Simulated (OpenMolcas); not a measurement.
# BOF (SMILES O=BF): the energy, rung by rung

The species is BOF (3 atoms), meant as a singlet with charge 0. SMILES: `O=BF`. The shape is that of a PBE0-D4/def2-TZVP optimisation.

```xyz
3

O     0.9831   -0.5651    0.4799
B     0.0203   -0.0116    0.0099
F    -1.0034    0.5768   -0.4898
```

Each level gives the energy change with the B2–F3 bond stretched from 1.282 to 1.923 Å (eV). The values are calculated.

```json
{"level": "HF/STO-3G (restricted)", "kind": "Hartree–Fock", "program": "OpenMolcas", "value (eV)": "4.67", "less FCI/STO-3G": "+1.50", "CPU time (all runs)": "2.8 s"}
{"level": "PBE/STO-3G (restricted)", "kind": "GGA", "program": "OpenMolcas", "value (eV)": "3.74", "less FCI/STO-3G": "+0.57", "CPU time (all runs)": "6.6 s"}
{"level": "r2SCAN/STO-3G (restricted)", "kind": "meta-GGA", "program": "OpenMolcas", "value (eV)": "3.98", "less FCI/STO-3G": "+0.81", "CPU time (all runs)": "7.7 s"}
{"level": "M06-2X/STO-3G (restricted)", "kind": "hybrid meta-GGA", "program": "OpenMolcas", "value (eV)": "4.19", "less FCI/STO-3G": "+1.02", "CPU time (all runs)": "7.3 s"}
{"level": "PBE0/STO-3G (restricted)", "kind": "global hybrid", "program": "OpenMolcas", "value (eV)": "4.07", "less FCI/STO-3G": "+0.90", "CPU time (all runs)": "6.2 s"}
{"level": "B2PLYP/STO-3G (restricted)", "kind": "double hybrid", "program": "OpenMolcas", "value (eV)": "3.93", "less FCI/STO-3G": "+0.76", "CPU time (all runs)": "6 s"}
{"level": "MP2/STO-3G (restricted)", "kind": "perturbation theory", "program": "OpenMolcas", "value (eV)": "3.91", "less FCI/STO-3G": "+0.74", "CPU time (all runs)": "3.1 s"}
{"level": "CISD/STO-3G (restricted)", "kind": "coupled cluster or CI", "program": "OpenMolcas", "value (eV)": "3.43", "less FCI/STO-3G": "+0.26", "CPU time (all runs)": "3.3 s"}
{"level": "FCI/STO-3G", "kind": "exact in the basis", "program": "OpenMolcas", "value (eV)": "3.17", "less FCI/STO-3G": "0.00", "CPU time (all runs)": "60 s"}
```

FCI/STO-3G is exact within its basis and frozen core, so for wave-function methods in that basis the difference is their error; functionals converge differently with the basis, so for them it is only a difference. Spin-restricted single references rise too steeply as a bond breaks, Hartree–Fock most of all. Perturbation and coupled-cluster corrections on them can overshoot downwards. The first shape isn't each level's own minimum. The values span 3.17 to 4.67 eV. All rows use very small basis sets, so even the best lies far from the true value. Times are those of the runs behind each value, whatever else they computed, on shared processors of several kinds: orders of magnitude only.
